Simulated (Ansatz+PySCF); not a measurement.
**singlet BNH6: levels of theory in one basis**

```xyz
8

B     0.0000    0.0000   -0.8423
N     0.0000    0.0000    0.6620
H     0.0000   -1.0859   -1.1425
H    -0.9404    0.5429   -1.1425
H     0.9404    0.5429   -1.1425
H     0.0000    0.8753    1.0016
H    -0.7580   -0.4376    1.0016
H     0.7580   -0.4376    1.0016
```

Basis set: def2-SVP (spherical functions). Frozen core: 2 orbitals. Charge 0, multiplicity 1.

Computed with Ansatz (development build ahead of 0.2.0); each method stands on the lowest determinant of its kind that the runs found.

| method | E − E(RHF) (eV) | <S²> of the determinant |
| --- | --- | --- |
| RHF | 0.00 | 0.00 |
| RHF-CCSD | -8.95 | – |
| RHF-CCSD(T) | -9.13 | – |

What does RHF-MP2 give on the same scale?

-8.02 eV.

Is a single determinant a sound starting point here?

By this sign, yes. Unrestricted orbitals gain 0.00 eV and <S²> is 0.00 against 0.00 for a pure state.
